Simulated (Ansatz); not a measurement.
# HCl, singlet: reading a ladder of total energies

Geometry: MP2(full)/6-31G*, from the G2/97 set.

```xyz
2

Cl    0.0000    0.0000    0.0000
H     0.0000    0.0000    1.2800
```

Basis cc-pV(Q+d)Z; Ansatz 0.2.0. Only valence electrons are correlated (noble-gas cores frozen), which leaves 8 electrons in 89 orbitals. R marks a restricted (for open shells ROHF) determinant.

Full CI isn't at hand for all of this; RCCSDT(Q) serves as the reference, and is uncertain by about the last step of the cluster series.

Runs differ by some tens of microhartree through their thresholds, so steps under 0.03 kcal/mol mean nothing.

```
    level  total energy (hartree)
      RHF             -460.111762
     RMP2             -460.334948
    RCCSD             -460.354162
 RCCSD(T)             -460.363848
   RCCSDT             -460.364394
RCCSDT(Q)             -460.364800
```

**Question.** What is the correlation energy at RCCSDT(Q), and what share of it do RMP2 and RCCSD(T) recover?

**Answer.** E(corr) = -460.364800 − (-460.111762) = -0.253038 hartree = -6.886 eV. RMP2: -0.223186 / -0.253038 = 88.20 %. RCCSD(T): -0.252086 / -0.253038 = 99.62 %.

**Question.** By how many kcal/mol does RCCSD(T) miss RCCSDT(Q) (1 hartree = 627.509 kcal/mol), and which steps make up the rest?

**Answer.** -460.363848 − (-460.364800) = 0.000952 hartree = 0.60 kcal/mol. Steps: RCCSDT − RCCSD(T) = -0.34, RCCSDT(Q) − RCCSDT = -0.25 kcal/mol. That is within 1 kcal/mol of the reference in this basis, which itself misses far more of the correlation at the basis-set limit.
